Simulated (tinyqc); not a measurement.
Orbital energy against energy difference: ionisation energy by orbital energies and by energy differences in the 6-31g* basis, for LiH, spin multiplicity 1. Computed by the program tinyqc with PySCF. The cation is unrestricted; errors are against CCSD(T) in this basis, not against experiment.

Geometry (angstrom):

| atom | x | y | z |
|---|---|---|---|
| Li | 0.0000 | 0.0000 | 0.0000 |
| H | 0.0000 | 0.0000 | 1.4250 |

CCSD(T) difference in the same basis = 7.8748 eV

IP-EOM-CCSD = 7.8746 eV

First vertical ionisation energy (eV):

| method | -e(HOMO) | E(cation) - E | error of -e(HOMO) | error of the difference |
|---|---|---|---|---|
| HF | 8.417 | 7.28419 | 0.542 | -0.591 |
| LDA | 4.504 | 8.48790 | -3.371 | 0.613 |
| PBE | 4.497 | 8.33155 | -3.378 | 0.457 |
| B3LYP | 5.471 | 8.57562 | -2.403 | 0.701 |
| PBE0 | 5.606 | 8.29035 | -2.269 | 0.416 |
| CAM-B3LYP | 7.040 | 8.55938 | -0.835 | 0.685 |
| LC-wPBE | 8.363 | 8.37148 | 0.489 | 0.497 |

What does the comparison show, and why?

Koopmans errs by +0.54 eV and Delta-HF by -0.59 eV: relaxation, 1.13 eV, lowers the value and the missing correlation difference works against it. The PBE level is off by -3.4 eV through the wrong tail of its potential, though its energy difference is off by +0.46 eV; exact exchange deepens the level, and among the orbital energies LC-wPBE comes closest; among the differences PBE0 does.
